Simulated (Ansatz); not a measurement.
```yaml
crystal:
  periodic: [false, false, false]
  atoms:
    - {symbol: N, position_ang: [-0.913116, 0.366276, -0.322284]}
    - {symbol: C, position_ang: [0.086172, 0.349997, -0.225788]}
    - {symbol: Si, position_ang: [0.502070, -0.448025, 0.579252]}
    - {symbol: H, position_ang: [-1.110732, -0.252945, -0.563620]}
    - {symbol: H, position_ang: [-1.145412, 0.750928, -0.809818]}
    - {symbol: H, position_ang: [0.286748, 1.085213, 0.038591]}
    - {symbol: H, position_ang: [0.503794, 0.301755, -0.918466]}
    - {symbol: H, position_ang: [0.166107, -1.454235, 0.251123]}
    - {symbol: H, position_ang: [0.124812, -0.300865, 1.313787]}
    - {symbol: H, position_ang: [1.543296, -0.465226, 0.530689]}
basis:
  gaussian: {orbitals: aug-pcseg-2, final_grid: {core_spheres: 5, valence_spheres: 4, degree: 11}}
hamiltonian: {xc: {name: HF}}
correlation: {method: rpa}
```

```sh
$ ansatz run in.yaml --threads 2 --pin off --events-out ev --progress --plain --max-ram 4352MiB
```

Shortened log:

```
Functional definition: HF
1755 factors; integrals over basis functions are off by at most 8.7e-4 eV
mean field evaluation 1: about -10415.2724 eV, gradient 8.3e1 eV
mean field evaluation 2: about -10415.5495 eV, gradient 8.3e1 eV
mean field evaluation 4: about -10426.7713 eV, gradient 4.4e0 eV
mean field evaluation 8: about -10426.8515 eV, gradient 6.8e-2 eV
mean field -10426.85154532 eV, -383.1797267166 hartree, gradient 2.8e-6 eV, S^2 0.000000; 0 other end points of the search recorded, 0 dependent functions left out
7 core orbitals not correlated: weight in the atoms' cores, before any rotation towards them, 0.999 or more for the frozen orbitals, at most 0.000 for the correlated occupied ones
reference -10426.85154532 eV, -383.1797267166 hartree; 10, 10 occupied and 286, 286 virtual orbitals, 1755 factors
Total energy: -10445.88638598 eV, -383.8792442086 hartree
```

(1) What is wrong with this run?

## Answers

(1) The geometry is squeezed to about two thirds of its size. The run converged. The result belongs to that input, not to the molecule as meant.
